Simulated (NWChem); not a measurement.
System: C$_{2}$H$_{3}$F; SMILES C=CF

The following NWChem deck was run.

```
start job
memory heap 200 mb stack 900 mb global 1100 mb
geometry units angstroms noautoz
  C     -0.236674     1.168760     0.000000
  C      0.424893     0.019725     0.000000
  F     -0.184020    -1.161365     0.000000
  H     -1.328429     1.191023     0.000000
  H      0.316275     2.108353     0.000000
  H      1.515840    -0.075106     0.000000
end
basis spherical
  C library 6-31g*
  F library 6-31g*
  H library 6-31g*
end
dft
  xc pbe0
  iterations 150
  mulliken
end
task dft energy
```

Geometry: optimised at PBE0/def2-SVP.

Problem. What results follow from this input? (PBE0/6-31G* (spherical d).) Quantities: basis functions; energy (Ha); highest occupied level (eV); orbital gap (eV); dipole (D).

Solution. The number of basis functions is 48 and the energy (Ha) comes out as -177.62. The highest occupied level (eV) is -7.32 and the orbital gap (eV) is 8.19. The dipole (D) comes out as 1.17.
